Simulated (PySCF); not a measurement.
Some computed properties have been withheld. Give your best values.

Compound: C₅H₁₁N.
Atom-mapped SMILES: `[CH3:1][NH:2][C@@H:3]1[CH2:4][C@@H:5]1[CH3:6]` (hydrogens: H7, H8, H9 on C1; H10 on N2; H11 on C3; H12, H13 on C4; H14 on C5; H15, H16, H17 on C6)

Conformer (atom-mapped SMILES and torsion angles): `[CH3:1][NH:2][C@@H:3]1[CH2:4][C@@H:5]1[CH3:6]`: C1–N2–C3–C4 162°.

```json
{"property": "point group of the GFN2-xTB geometry", "level": "GFN2-xTB", "value": "C1"}
{"property": "rotational constants A, B, C of the GFN2-xTB geometry", "level": "GFN2-xTB", "value": "?"}
{"property": "dipole moment", "level": "wB97X-D/def2-SVPD", "value": "0.96 D"}
{"property": "HOMO energy", "level": "wB97X-D/def2-SVPD", "value": "-8.32 eV"}
{"property": "LUMO energy", "level": "wB97X-D/def2-SVPD", "value": "?"}
{"property": "lowest singlet excitation", "level": "TDDFT wB97X-D/def2-SVPD", "value": "6.45 eV (192 nm, f = 0.006)"}
{"property": "strongest line among the 8 lowest singlet transitions", "level": "TDDFT wB97X-D/def2-SVPD", "value": "S2 at 7.25 eV (171 nm, f = 0.041)"}
{"property": "lowest triplet excitation (Tamm–Dancoff)", "level": "TDA wB97X-D/def2-SVPD", "value": "?"}
{"property": "static isotropic polarisability", "level": "wB97X-D/def2-SVPD", "value": "67.5 au"}
{"property": "electronic spatial extent ⟨r²⟩ about the centre of nuclear charge", "level": "wB97X-D/def2-SVPD", "value": "?"}
```

The electronic properties come from PySCF, for the isolated species, density fitting.

Give the lowest triplet excitation (Tamm–Dancoff).

6.29 eV.

What is the LUMO energy?

2.49 eV.

What are the rotational constants A, B, C of the GFN2-xTB geometry?

5.507, 2.803, 2.181 GHz.

Give the electronic spatial extent ⟨r²⟩ about the centre of nuclear charge.

650 bohr².

No computed singlet falls in the visible range (750 to 380 nm, 1.65 to 3.26 eV); S1 lies 3.19 eV above its blue end. The 8 singlets span 6.45 to 8.55 eV, and their oscillator strengths add up to 0.16. The rotational constants make it an asymmetric top with κ = (2B − A − C)/(A − C) = -0.63, nearer the prolate limit (−1). The polarisability is 10.01 Å³ as a volume (1 au = 0.148185 Å³), or 1.41 au for each of the 48 electrons. The largest Löwdin shares of the HOMO are 0.53 on N2, 0.09 on C3, 0.08 on C1 and 0.06 on C5.

For the TDDFT job (wB97X-D/def2-SVPD), the run took 24 s wall on one thread, Intel Xeon 6975P-C (x86_64), no GPU, shared host with 96 logical CPUs at a one-minute load of 54, and the process peaked at 0.87 GiB of memory.

One conformer stands for the species.
